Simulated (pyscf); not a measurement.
Optimised with ωB97X-D3(BJ)/def2-SVP in PySCF.

Problem. H₂N–SiH(NH₂)–NH₂ (SMILES N[SiH](N)N) -> HN=Si(NH₂)–NH₂ (SMILES N=[Si](N)N) + H₂ (SMILES [H][H])
Surface: singlet. Broken: H–N, H–Si. Formed: H–H. Give ΔE‡ and ΔE from ωB97M-D3(BJ)/def2-TZVP, relative to the reactant's lowest minimum found.

Solution. ΔE‡ = 289.8 kJ/mol, ΔE = +215.2 kJ/mol. Zero-point energy shifts the barrier by -19.0 kJ/mol. It is an elimination, with an imaginary mode of 1115i cm⁻¹. At the saddle there is also a short H–Si contact that neither side keeps. One saddle was located; it need not be the lowest between these sides.
